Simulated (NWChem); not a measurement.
Program: NWChem. System: silicon monoxide (OSi), charge 0, spin multiplicity 1, at a geometry optimised with PBE0/def2-SVP. Level: CCSD linear response/def2-SVPD, 6 core orbitals frozen.

Input file:

```
start mol
memory heap 100 mb stack 700 mb global 1900 mb
geometry units angstroms nocenter noautoz
  Si     0.000000     0.000000     0.553938
  O      0.000000     0.000000    -0.969391
  symmetry group C2v
end
basis spherical
  * library def2-svpd
end
scf
  rhf
  nopen 0
  maxiter 100
  thresh 1e-7
  semidirect memsize 60000000 filesize 0
end
tce
  freeze core 6
  ccsd
  thresh 1e-6
  tilesize 24
end
set tce:lineresp T
set tce:afreq 0.0
set tce:respaxis T T T
task tce energy
```

NWChem printed:

```
             Northwest Computational Chemistry Package (NWChem) 7.3.0
             --------------------------------------------------------

                                NWChem Input Module
                                -------------------

 Scaling coordinates for geometry "geometry" by  1.889725989
 (inverse scale =  0.529177249)

 Turning off AUTOSYM since
 SYMMETRY directive was detected!

                             Geometry "geometry" -> ""
                             -------------------------

 Output coordinates in angstroms (scale by  1.889725989 to convert to a.u.)

  No.       Tag          Charge          X              Y              Z
 ---- ---------------- ---------- -------------- -------------- --------------
    1 Si                  14.0000     0.00000000     0.00000000     0.55393800
    2 O                    8.0000     0.00000000     0.00000000    -0.96939100

 Effective nuclear repulsion energy (a.u.)      38.9067968167

            Nuclear Dipole moment (a.u.)
            ----------------------------
        X                 Y               Z
 ---------------- ---------------- ----------------
     0.0000000000     0.0000000000     0.0000075589

      Symmetry information
      --------------------

 Group name             C2v
 Group number             16
 Group order               4
 No. of unique centers     2

      Symmetry unique atoms

     1    2


 Summary of "ao basis" -> "" (spherical)
 ------------------------------------------------------------------------------
       Tag                 Description            Shells   Functions and Types
 ---------------- ------------------------------  ------  ---------------------
 *                         def2-svpd                  on all atoms

 Summary of "ao basis" -> "ao basis" (spherical)
 ------------------------------------------------------------------------------
       Tag                 Description            Shells   Functions and Types
 ---------------- ------------------------------  ------  ---------------------
 Si                        def2-svpd                10       24   5s3p2d
 O                         def2-svpd                 9       23   4s3p2d

                                 NWChem SCF Module
                                 -----------------

  ao basis        = "ao basis"
  functions       =    47
  atoms           =     2
  closed shells   =    11
  open shells     =     0
  charge          =   0.00
  wavefunction    = RHF
  use symmetry    = T
  symmetry adapt  = T

 Summary of "ao basis" -> "ao basis" (spherical)
 ------------------------------------------------------------------------------
       Tag                 Description            Shells   Functions and Types
 ---------------- ------------------------------  ------  ---------------------
 Si                        def2-svpd                10       24   5s3p2d
 O                         def2-svpd                 9       23   4s3p2d

      Symmetry analysis of basis
      --------------------------

        a1         23
        a2          4
        b1         10
        b2         10

 Forming initial guess at       0.0s

      Superposition of Atomic Density Guess
      -------------------------------------

 Sum of atomic energies:        -363.43315520

      Non-variational initial energy
      ------------------------------

 Total energy =    -363.480274
 1-e energy   =    -580.574669
 2-e energy   =     178.187598
 HOMO         =      -0.348597
 LUMO         =      -0.024989

      Symmetry analysis of molecular orbitals - initial
      -------------------------------------------------

 !! scf_movecs_sym_adapt:   28 vectors were symmetry contaminated

  Symmetry fudging

 !! scf_movecs_sym_adapt:   26 vectors were symmetry contaminated

  Numbering of irreducible representations:

     1 a1          2 a2          3 b1          4 b2

  Orbital symmetries:

     1 a1          2 a1          3 a1          4 a1          5 b2
     6 b1          7 a1          8 a1          9 b2         10 b1
    11 a1         12 b2         13 b1         14 a1         15 a1
    16 a1         17 b2         18 b1         19 a1         20 a2
    21 b1

 Starting SCF solution at       0.1s

 ----------------------------------------------
         Quadratically convergent ROHF

 Convergence threshold     :          1.000E-07
 Maximum no. of iterations :          100
 Final Fock-matrix accuracy:          1.000E-09
 ----------------------------------------------

              iter       energy          gnorm     gmax       time
             ----- ------------------- --------- --------- --------
                 1     -363.5121790282  1.45D+00  4.14D-01      0.1
                 2     -363.6366477927  2.45D-01  8.18D-02      0.1
                 3     -363.6445672872  7.44D-03  3.10D-03      0.1
                 4     -363.6445734789  5.66D-05  1.88D-05      0.1
                 5     -363.6445734795  4.94D-09  1.74D-09      0.2

       Final RHF  results
       ------------------

         Total SCF energy =   -363.644573479547
      One-electron energy =   -581.832568134750
      Two-electron energy =    179.281197838516
 Nuclear repulsion energy =     38.906796816686

        Time for solution =      0.1s

       Symmetry analysis of molecular orbitals - final
       -----------------------------------------------

  Numbering of irreducible representations:

     1 a1          2 a2          3 b1          4 b2

  Orbital symmetries:

     1 a1          2 a1          3 a1          4 b1          5 b2
     6 a1          7 a1          8 a1          9 b1         10 b2
[...]
         Spin multiplicity : singlet
    Number of AO functions :    47
       Number of AO shells :    19
        Use of symmetry is : on
      Symmetry adaption is : on
         Schwarz screening : 0.10D-09

          Correlation Information
          -----------------------
          Calculation type : Coupled-cluster singles & doubles
   Perturbative correction : none
            Max iterations :      100
        Residual threshold : 0.10D-05
     T(0) DIIS level shift : 0.00D+00
     L(0) DIIS level shift : 0.00D+00
     T(1) DIIS level shift : 0.00D+00
     L(1) DIIS level shift : 0.00D+00
     T(R) DIIS level shift : 0.00D+00
     T(I) DIIS level shift : 0.00D+00
   CC-T/L Amplitude update :  5-th order DIIS
    CC-LR Amplitude update :  5-th order DIIS
                I/O scheme : Global Array Library
        L-threshold :  0.10D-05
        EOM-threshold :  0.10D-05
 no EOMCCSD initial starts read in
 TCE RESTART OPTIONS
 SLICE:      F
 D4D5:       F
 quantumc:   F
 qrotation:  F
 pwtce:      F
 qducc:      F
 nacto:                         0
 nrotv:                         0
 nrot:                          0

            Memory Information
            ------------------
          Available GA space size is     249034591 doubles
          Available MA space size is     104855164 doubles

 Maximum block size supplied by input
 Maximum block size        24 doubles

 tile_dim =     16

 -------------------------------------------------

 Global array virtual files algorithm will be used

 Parallel file system coherency ......... OK

 SCF dipole moments / hartree & Debye
 ------------------------------------
   X         0.0000000      0.0000000
   Y        -0.0000000     -0.0000000
   Z        -1.4979223     -3.8073676
 Total       1.4979223      3.8073676
 ------------------------------------


 X   axis ( b1  symmetry)

 Y   axis ( b2  symmetry)

 Z   axis ( a1  symmetry)


 half-transformed integrals in memory

 2-e (intermediate) file size =         8334557
 2-e (intermediate) file name = ./mol.v2i

 2-e integrals stored in memory



CCSD iterations
 ---------------------------------------------------------
 Iter          Residuum       Correlation     Cpu    Wall
 ---------------------------------------------------------
    1   0.1441771819826  -0.2841306401470     0.1     0.1
    2   0.0429247172023  -0.2780275744847     0.1     0.1
    3   0.0160390475815  -0.2882522501443     0.1     0.1
    4   0.0092878072624  -0.2878245843860     0.1     0.1
    5   0.0040513365289  -0.2895104319622     0.1     0.1
    6   0.0013677534409  -0.2896670357487     0.1     0.1
    7   0.0007053122432  -0.2896732745629     0.1     0.1
    8   0.0003351623140  -0.2896881444536     0.1     0.1
    9   0.0002427207158  -0.2896813002090     0.1     0.1
   10   0.0001202309940  -0.2896964737128     0.1     0.1
   11   0.0000320985799  -0.2897008041207     0.1     0.1
   12   0.0000136104016  -0.2896996590383     0.1     0.1
   13   0.0000064822567  -0.2897012406610     0.1     0.1
   14   0.0000043123367  -0.2897007334296     0.1     0.1
   15   0.0000020415795  -0.2897011707125     0.1     0.1
   16   0.0000008292288  -0.2897011091328     0.1     0.1
 -----------------------------------------------------------------
 Iterations converged
 CCSD correlation energy / hartree =        -0.289701109132773
 CCSD total energy / hartree       =      -363.934274588680239

 Singles contributions

 Doubles contributions

 CCSD Lambda iterations
 ---------------------------------------------
 Iter          Residuum            Cpu    Wall
 ---------------------------------------------
    1          0.8882841451409     0.2     0.2
    2          0.0246022654122     0.2     0.2
    3          0.0059183974784     0.2     0.2
    4          0.0012183770283     0.2     0.2
    5          0.0006374088615     0.2     0.2
    6          0.0000238932110     0.2     0.2
    7          0.0000062325027     0.2     0.2
    8          0.0000014998740     0.2     0.2
    9          0.0000006314569     0.2     0.2
 ---------------------------------------------
 Iterations converged
1-PDM CCSD : h-h block

 1PDM h-h block largest contributions

1-PDM CCSD : p-p block

 1PDM p-p block largest contributions

1-PDM CCSD : h-p block

 1PDM h-p block largest contributions

1-PDM CCSD : p-h block

 1PDM p-h block largest contributions

1-PDM CCSD : all done

Lambda-CCSD leading excitations:

 Singles contributions

 Doubles contributions

 CCSD dipole moments / hartree & Debye
 ------------------------------------
   X         0.0000000      0.0000000
   Y        -0.0000000     -0.0000000
   Z        -1.2316132     -3.1304721
 Total       1.2316132      3.1304721
 ------------------------------------

 X   axis ( b1  symmetry)

 Frequency =       0.0000000 / au

 CCSD-LR iterations
 ---------------------------------------------
 Iter          Residuum            Cpu    Wall
 ---------------------------------------------
    1          0.9105816869106     0.2     0.2
    2          1.2276226856382     0.2     0.2
    3          0.4305865982913     0.2     0.2
    4          0.2807487973019     0.2     0.2
    5          0.1296316523937     0.2     0.2
    6          0.0512325138124     0.2     0.2
    7          0.0298730655066     0.2     0.2
    8          0.0183454885614     0.2     0.2
    9          0.0131232713513     0.2     0.2
   10          0.0084136352398     0.2     0.2
   11          0.0014229039535     0.2     0.2
   12          0.0008768654452     0.2     0.2
   13          0.0004429961609     0.2     0.2
   14          0.0003218432800     0.2     0.2
   15          0.0001792102083     0.2     0.2
   16          0.0000524734447     0.2     0.2
   17          0.0000304422154     0.2     0.2
   18          0.0000171930030     0.2     0.2
   19          0.0000128014673     0.2     0.2
   20          0.0000077485149     0.2     0.2
   21          0.0000016846232     0.2     0.2
   22          0.0000010383154     0.2     0.2
   23          0.0000005149901     0.2     0.2
 ---------------------------------------------
 Iterations converged

 Y   axis ( b2  symmetry)

 Frequency =       0.0000000 / au

 CCSD-LR iterations
 ---------------------------------------------
 Iter          Residuum            Cpu    Wall
 ---------------------------------------------
    1          0.9105816869106     0.2     0.2
    2          1.2276226856382     0.2     0.2
    3          0.4305865982913     0.2     0.2
    4          0.2807487973019     0.2     0.2
    5          0.1296316523937     0.2     0.2
    6          0.0512325138124     0.2     0.2
    7          0.0298730655066     0.2     0.2
    8          0.0183454885614     0.2     0.2
    9          0.0131232713513     0.2     0.2
   10          0.0084136352398     0.2     0.2
   11          0.0014229039535     0.2     0.2
   12          0.0008768654452     0.2     0.2
   13          0.0004429961609     0.2     0.2
   14          0.0003218432800     0.2     0.2
   15          0.0001792102083     0.2     0.2
   16          0.0000524734447     0.2     0.2
   17          0.0000304422154     0.2     0.2
   18          0.0000171930030     0.2     0.2
   19          0.0000128014673     0.2     0.2
   20          0.0000077485149     0.2     0.2
   21          0.0000016846232     0.2     0.2
   22          0.0000010383154     0.2     0.2
   23          0.0000005149901     0.2     0.2
 ---------------------------------------------
 Iterations converged

 Z   axis ( a1  symmetry)

 Frequency =       0.0000000 / au

 CCSD-LR iterations
 ---------------------------------------------
 Iter          Residuum            Cpu    Wall
 ---------------------------------------------
    1          0.9922797165041     0.2     0.2
    2          1.6404826505062     0.2     0.2
    3          0.5271731270841     0.2     0.2
    4          0.4970113186770     0.2     0.2
    5          0.1726874069563     0.2     0.2
    6          0.0601302698067     0.2     0.2
    7          0.0296802761384     0.2     0.2
    8          0.0143734993207     0.2     0.2
    9          0.0099506464029     0.2     0.2
   10          0.0046821544937     0.2     0.2
   11          0.0010357401307     0.2     0.2
   12          0.0007536069716     0.2     0.2
   13          0.0003102790738     0.2     0.2
   14          0.0002625756548     0.2     0.2
   15          0.0001140461845     0.2     0.2
   16          0.0000418575876     0.2     0.2
   17          0.0000194276998     0.2     0.2
   18          0.0000096984828     0.2     0.2
   19          0.0000062577352     0.2     0.2
   20          0.0000032237075     0.2     0.2
   21          0.0000008227439     0.2     0.2
 ---------------------------------------------
 Iterations converged

 CCSD-LR dipole moments / hartree & Debye
 --------------------------------
 X       0.0000000      0.0000000
 Y      -0.0000000     -0.0000000
 Z      -1.2304563     -3.1275317
 --------------------------------

 CCSD Linear Response polarizability / au
 Frequency  =       0.0000000 / au
 Wavelength =        Infinity / nm
 -------------------------------------------------------|-----------------------------------------------
                     atomic units (bohr^3)              |                   angstroms^3
                  X              Y              Z       |             X              Y              Z
 -------------------------------------------------------|-----------------------------------------------
 X           27.1315274     -0.0000000     -0.0000000   |      4.0204784     -0.0000000     -0.0000000
 Y           -0.0000000     27.1315274     -0.0000000   |     -0.0000000      4.0204784     -0.0000000
 Z           -0.0000000     -0.0000000     34.9368519   |     -0.0000000     -0.0000000      5.1771084
 -------------------------------------------------------|-----------------------------------------------
 Eigs =      27.1315274     27.1315274     34.9368519   |      4.0204784      4.0204784      5.1771084
 Isotropic   =              29.7333022                  |                     4.4060218
 Anisotropic =               7.8053245                  |                     1.1566300
 -------------------------------------------------------|-----------------------------------------------

 Task  times  cpu:       19.7s     wall:       19.7s

 Total times  cpu:       19.8s     wall:       19.8s
```
